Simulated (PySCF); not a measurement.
pyrazolidine: proton affinities at several levels

Structure: `C1CNNC1` (C3H8N2). Non-hydrogen atoms are numbered in `[CH2:1]1[CH2:2][NH:3][NH:4][CH2:5]1`. These are map numbers, not IUPAC locants.

All levels share the B3LYP/6-31G* structures and the B3LYP/6-31G* thermal terms; only the single-point energies (PySCF) change. Values are proton affinities (298 K, kJ/mol).

```csv
level,N3,time
"BHandHLYP/ma-def2-SVP (grid 2, diis space 4)",932,14 s
B3LYP-D3(BJ)/def2-TZVP,934,–
"B97-2/6-311++G(2d,2p) (grid 2, damp 0.5)",941,54 s
TPSS-D3(BJ)/def2-SVP (grid 3),945,50 s
```

Times are wall times for all single points of a level on 1 thread of Intel Xeon 6975P-C, a shared host; the dash marks the run that also made the structures. TPSS ran on a slower path of this set-up, which computes the density-fitting integrals anew in every SCF cycle while the other levels store them. So the times needn't show the usual order of cost, and those levels read slower than they are.

The spread: 13 kJ/mol, from 932 to 945.
